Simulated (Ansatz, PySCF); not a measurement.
This Ansatz (a program for electronic structure) input computes a CCSD(T)/cc-pVDZ energy:

Ansatz 0.2 input:
```yaml
crystal:
  periodic: [false, false, false]
  atoms:
    - {symbol: C, position_ang: [-0.01161473, -0.02640307, 0.83180950]}
    - {symbol: C, position_ang: [0.01051919, -0.75709445, -0.62801581]}
    - {symbol: C, position_ang: [0.00595158, 0.55569554, -0.51323913]}
    - {symbol: H, position_ang: [0.88841082, -0.06781218, 1.45981855]}
    - {symbol: H, position_ang: [-0.92871443, -0.07190482, 1.43431575]}
    - {symbol: H, position_ang: [0.01116736, 1.50652892, -1.03746167]}
basis:
  gaussian:
    orbitals: cc-pVDZ
total_charge: -1
magnetization: {spin_polarized: false}
correlation: {method: ccsd_t, electrons: outside_noble_gas}
```

### Question
Write an input for the same energy in PySCF and say what it gives.

### Answer

```python
from pyscf import gto, scf, mp, cc as ccmod

mol = gto.M(
    atom='''
    C    -0.01161473   -0.02640307    0.83180950
    C     0.01051919   -0.75709445   -0.62801581
    C     0.00595158    0.55569554   -0.51323913
    H     0.88841082   -0.06781218    1.45981855
    H    -0.92871443   -0.07190482    1.43431575
    H     0.01116736    1.50652892   -1.03746167
    ''',
    basis='cc-pvdz',
    charge=-1,
    spin=0,
    verbose=4,
)

mf = scf.RHF(mol)
mf.conv_tol = 1e-10
mf.max_cycle = 100
mf.kernel()
mp2 = mp.MP2(mf, frozen=3).run()
cc = ccmod.CCSD(mf, frozen=3)
cc.max_cycle = 100
cc.kernel()
et = cc.ccsd_t()
print(f'E(CCSD(T)) = {cc.e_tot + et:.9f}')
```
It gives -115.63473 Eh, and Ansatz -115.63472 Eh, a difference of 0.01 mEh.

It need not be the lowest isomer of its formula. Whether it binds its extra electron was not tested at this geometry.
